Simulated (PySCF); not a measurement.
Unknown: peak-picked proton spectrum

Formula C4H6N2. The spectrum was simulated from the full spin Hamiltonian at 200 MHz with 1.2 Hz Lorentzian lines, from shifts rounded to 0.01 ppm and J to 0.1 Hz, couplings under 1 Hz left out.

Maxima in ppm (height), grouped by integral:
1H: 7.174 (19), 7.167 (19)
1H: 7.064 (19), 7.057 (20)
1H: 6.847 (12), 6.840 (19), 6.833 (11)
3H: 3.520 (100)

$^{13}$C{$^{1}$H} NMR (computed): δ 140.4, 137.0, 122.6, 32.8.

Theory: couplings computed with B3LYP/pcJ-1 (spin–dipole term only in couplings to heteroatoms), shielding tensors at PBE0/pcSseg-1 (GIAO), PBE0-D3(BJ)/def2-SVP geometry, in PySCF (relativity neglected, one conformer, isolated molecule, equivalent nuclei averaged).

Shifts are taken against calculated references (same method and geometry level): TMS for $^{1}$H and $^{13}$C.

**Question.** Analyse the multiplets.

**Answer.** $^{1}$H NMR (200 MHz, computed): δ 7.17 (d, J = 1.5 Hz, 1H), 7.06 (d, J = 1.4 Hz, 1H), 6.84 (t, J = 1.5 Hz, 1H), 3.52 (s, 3H). These are first-order names from the parameters used; overlap and second-order distortion can hide them in the list.

**Question.** What is the compound?

**Answer.** SMILES Cn1ccnc1.

Atoms are numbered as in `[CH3:1][n:2]1[cH:3][cH:4][n:5][cH:6]1`; H(Xn) means a hydrogen on atom n.

1. δ 7.17: H(C4), hydrogen on an aromatic CH next to a ring nitrogen, coupled to H(C3) (1.5 Hz).
2. δ 7.06: H(C6), hydrogen on an aromatic CH between two ring heteroatoms, coupled to H(C3) (1.4 Hz).
3. δ 6.84: H(C3), hydrogen on an aromatic CH next to a ring nitrogen, coupled to H(C4) and H(C6) (1.5 Hz).
4. δ 3.52: H(C1), hydrogen on a methyl carbon bonded to N.

This is the structure that produced the data.

Splittings below 1 Hz are ignored in the labels, and close J values are merged. Unscaled 3J(H,H) at this level run about 10 % above measured values. Shifts are as computed. Against solution values, carbons near 30 ppm lie about +2 ppm off and those near 130 ppm about +5 ppm. Of 1211 compounds with measured shifts, 218 miss one by over three times the rms of a fit or turn the order of signals round; such compounds aren't used in these exercises.
